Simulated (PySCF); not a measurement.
C3H7FO2.
InChI=1S/C3H7FO2/c1-5-3-6-2-4/h2-3H2,1H3

Torsions of this conformer, `[CH3:1][O:2][CH2:3][O:4][CH2:5][F:6]`: C1–O2–C3–O4 69°, O2–C3–O4–C5 69°, C3–O4–C5–F6 75°.

The closed-shell ground state was solved at several levels (PySCF, density fitting, gas phase, non-relativistic). The structure is a single GFN2-xTB conformer in the gas phase; no vibrational or solvent corrections.

| level | basis functions | total energy (Eh) | HOMO (eV) | LUMO (eV) | gap (eV) | dipole (D) |
| --- | --- | --- | --- | --- | --- | --- |
| B3LYP/pcJ-1 | 232 | -368.8119 | -7.93 | 1.27 | 9.20 | 2.12 |
| PBE0/pcSseg-1 | 137 | -368.3657 | -8.20 | 1.57 | 9.77 | 2.14 |

Problem. Estimate the row for wB97X-D/def2-SVPD, a basis of 185 functions; the other rows only guide the guess.

Solution. Total energy -368.4342 Eh, HOMO -10.27 eV, LUMO 2.28 eV, gap 12.55 eV, dipole 2.13 D.

Problem. Over all these levels, which gives the widest orbital gap and which the narrowest?

Solution. wB97X-D/def2-SVPD (range-separated hybrid) has the widest, 12.55 eV, and B3LYP/pcJ-1 (global hybrid, 20 % exact exchange) the narrowest, 9.20 eV. Functional and basis both differ between the two, so the spread mixes both effects.

Problem. How far do the dipole and the HOMO energy spread over the levels?

Solution. The dipole runs from 2.12 to 2.14 D (mean 2.13 D) and the HOMO from -10.27 to -7.93 eV.

wB97X-D is run here without its empirical dispersion term; that term would change no orbital, density or response property at a fixed geometry.
